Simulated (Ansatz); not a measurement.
# CH5B (triplet): wave-function methods side by side at distance B1–H4 along a hydrogen transfer = 1.502 Å, cc-pVDZ

The task here is to estimate one member of a computed series from the others.

Method: cc-pVDZ, core rule «outside noble gas», up to 2 orbitals frozen; program: Ansatz 0.2.0, Gaussian basis.

To be run: UHF; CCSD(T) on ROHF; CCSD(T) on UHF; BCCD(T) on ROHF; CISD; CCSDT(Q) on ROHF; CCSDT(Q) on UHF; CASSCF and NEVPT2, 4 electrons in 4 orbitals.

10 further runs of the same task are left out: 2 for a mislabelled method, 7 that didn't finish, 1 set aside as unsound or not needed.

## The geometry

The geometry derives from fragments relaxed apart (PBE0/def2-TZVP) and kept rigid, so it is no stationary point. A hydrogen atom is moved between rigid fragments.

7 atoms, charge 0, spin multiplicity 3.

Atoms are counted from 1 here; the program's logs count them from 0.

Bond lengths: B1–H2 1.193 Å, B1–H3 1.193 Å, H4–C5 1.090 Å, C5–H6 1.079 Å, C5–H7 1.079 Å. Angles: H2–B1–H3 120.0°, H4–C5–H6 112.6°, H4–C5–H7 112.6°, H6–C5–H7 134.8°.

Coordinates:

```
B    -1.3461    0.0000    0.0000
H    -1.9428    1.0336    0.0000
H    -1.9428   -1.0336    0.0000
H     0.1559    0.0000    0.0000
C     1.2459    0.0000    0.0000
H     1.6604    0.0000    0.9962
H     1.6604    0.0000   -0.9962
```

Set-up of the first run:

The input, in.yaml:

```yaml
crystal:
  periodic: [false, false, false]
  atoms:
    - {symbol: B, position_ang: [-1.346070, 0.000000, 0.000000]}
    - {symbol: H, position_ang: [-1.942803, 1.033571, 0.000000]}
    - {symbol: H, position_ang: [-1.942803, -1.033571, 0.000000]}
    - {symbol: H, position_ang: [0.155930, 0.000000, 0.000000]}
    - {symbol: C, position_ang: [1.245930, 0.000000, 0.000000]}
    - {symbol: H, position_ang: [1.660398, 0.000000, 0.996161]}
    - {symbol: H, position_ang: [1.660398, 0.000000, -0.996161]}
basis:
  gaussian: {orbitals: cc-pVDZ}
magnetization: {spin_polarized: true, initial_magnetization: 2}
hamiltonian: {xc: hf}
output: {orbitals: {seedname: orbitals}}
```

Started as:

```console
> ansatz run in.yaml --threads 1 --pin off --events-out ev --progress --plain --max-ram 2393MiB
```

Among the steps run: UHF; CCSD(T) on ROHF; CCSD(T) on UHF; BCCD(T) on ROHF; CISD; CCSDT(Q) on ROHF; CCSDT(Q) on UHF; CASSCF and NEVPT2, 4 electrons in 4 orbitals.

One of the session's tables, all rows but one given; the rest of the session is left out.

| method | from UCCSDT(Q) (meV) |
| --- | --- |
| ROHF | +7140.4 |
| UHF | +6882.0 |
| RMP2 | +1306.2 |
| UMP2 | +1329.8 |
| CISD | +683.7 |
| RCCSD | ? |
| UCCSD | +163.8 |
| RCCSD(T) | +30.4 |
| UCCSD(T) | +30.8 |
| BCCD(T) | +31.1 |
| RCCSDT | +6.4 |
| UCCSDT | +5.5 |
| RCCSDT(Q) | +0.7 |
| UCCSDT(Q) | 0 |

**Question.** Estimate the row for RCCSD.

As computed: from UCCSDT(Q) (meV): +167.9. In the column «from UCCSDT(Q) (meV)» it lies between UCCSD (+163.8) and CISD (+683.7).

Left out of the table: CASSCF pair, NEVPT2 pair (the active space lost an orbital or holds another state than full CI finds).

Limits of these values: Restricted and unrestricted rows rest on different reference determinants; where their highest levels disagree by more than a few hundredths of an eV, they describe different states and don't form one ladder. Warnings in the runs' records: passed over end.
